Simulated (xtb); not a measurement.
ethylamine (C2H7N), SMILES CCN. All values are semi-empirical tight-binding results from xtb (GFN2-xTB unless named), good for trends rather than for accurate numbers. Geometry optimised at GFN2-xTB. One conformer was computed; it need not be the lowest.

Optimised geometry:

```xyz
10

C      1.1789     0.4517     0.0222
C      0.0452    -0.5574    -0.1058
N     -1.2361     0.1241    -0.0042
H      2.1385    -0.0356    -0.1287
H      1.0566     1.2356    -0.7199
H      1.1716     0.9079     1.0102
H      0.1765    -1.3499     0.6523
H      0.0845    -1.0302    -1.0914
H     -1.9997    -0.5371    -0.0932
H     -1.3197     0.5746     0.9015
```

Computed properties:
- orbital gap: 11.34 eV
- dipole moment: 1.35 D
- zero-point energy: 57.0 kcal/mol
- G − E(el) at 298.15 K (modified RRHO): 41.0 kcal/mol
- static polarisability (D4 model): 37.6 bohr³
- solvation energy, GFN2-xTB/ALPB(water): -2.3 kcal/mol
- solvation energy, GFN2-xTB/ALPB(acetonitrile): -2.7 kcal/mol

Computed IR lines (harmonic; lines under 4 % of the strongest left out, lines within 3 cm⁻¹ merged):
ν (cm⁻¹): 216 (w), 276 (m), 830 (w), 916 (s), 954 (m), 1135 (w), 1148 (s), 1226 (w), 1279 (w), 1361 (w), 1407 (w), 1566 (m), 2808 (vs), 2959 (m), 3028 (m), 3043 (m), 3053 (m), 3385 (w), 3419 (w) (against the strongest line: vs over 80 %, s over 45 %, m over 15 %, w over 4 %, vw less)

### Question
Give the atomic charges and the Wiberg bond orders between heavy atoms. (The exact figures need the calculation; the answer reports its results.)

### Answer
charges (e) C1 -0.11, C2 0.03, N3 -0.34, H4 0.04, H5 0.05, H6 0.04, H7 0.00, H8 0.03, H9 0.13, H10 0.14. Bond orders C1–C2 1.02, C2–N3 1.02.
